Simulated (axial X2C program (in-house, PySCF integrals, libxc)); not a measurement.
**Curves of P₂⁺ by EOM-IP-CCSD**

Calculated with an axial X2C code built on PySCF integrals: two-component X2C with atomic mean-field Coulomb and Gaunt terms, Gaussian nuclei, basis P dyall-v3z with contracted cores.

Energies in eV from the lowest point of the lowest state; states are followed by energy order within each Ω, g and u pooled. Reference: P₂, 10 electrons correlated in 94 virtual spinors with an MP2 remainder; levels at this size can be off by some tenths of an eV. Masses 30.974 and 30.974 u.

```tsv
R (Å)	(1)Ω=3/2	(1)Ω=1/2	(2)Ω=1/2
1.740	1.1478	0.8020	1.1811
1.815	0.4539	0.3830	0.4865
1.891	0.1021	0.1342	0.2574
1.976	0.0000	0.0318	0.3593
2.061	0.1158	0.1475	0.6322
2.175	0.4882	0.5198	1.1509
```

(1) Fit the curves (1)Ω=3/2 near their minima.

For P₂ at CCSD, and between the minima:

Re = 1.900 Å, ωe = 806.7 cm⁻¹; removing the electron costs 10.514 eV without zero-point terms.

T1 of the reference reaches 0.023 (Lee–Taylor). Curves followed by order can swap character. Number of frozen shells: P 2 s, 1 p. Roots with under 60 % one-particle weight at any point are counted in the labels but not shown, and the list ends where the roots sought for some Ω run out; states that need a further excitation are missing and may lie low or lowest. Curves with a minimum but no constants failed the fit check.

Results:

(1) At EOM-IP-CCSD from P₂ (the fit fixes ωe to about one per cent; ωe of higher roots by this method can be off by ten per cent):

| state | Te (cm⁻¹) | Re (Å) | ωe (cm⁻¹) |
| --- | --- | --- | --- |
| (1)Ω=3/2 | 0 | 1.968 | 736.4 |
